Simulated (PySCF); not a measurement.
Molecule: `O=[PH2][O-]`, [H₂O₂P]-.

Bonds (- single, = double, # triple, : aromatic): O1=P2, P2-O3. P2 carries H4, H5. Formal charges: O3 -1.

Total charge -1.

Frames of a GFN2-xTB Langevin trajectory at 400 K; GIAO PBE0/pcSseg-1 shieldings in PySCF 2.14.0 with density-fitted response routines, gas phase, non-relativistic; equivalent atoms averaged within each frame.

References, each an isolated molecule treated in the same way: ¹⁷O (σref 336.08) vs H2O; H3PO4 for ³¹P (σref 318.38); ¹H (σref 31.72) against TMS. The references are static minima.

How do the shifts (ppm) fluctuate along the trajectory?

Answers


```tsv
time (fs)	O1/O3	P2	H4/H5
optimised geometry	177.7	-36.9	7.47
250	178.2	-34.7	7.58
425	182.0	-36.0	8.00
625	204.0	-21.5	8.26
800	172.6	-46.5	7.27
1000	193.6	-28.3	8.03
mean of frames	186.1	-33.4	7.83
standard deviation	12.6	9.3	0.40
```

5 frames give an uncertainty of the mean of about the standard deviation over 2.2 at best, since frames this close in time may not be independent; classical motion lacks zero-point vibration, and the reference would need the same averaging.
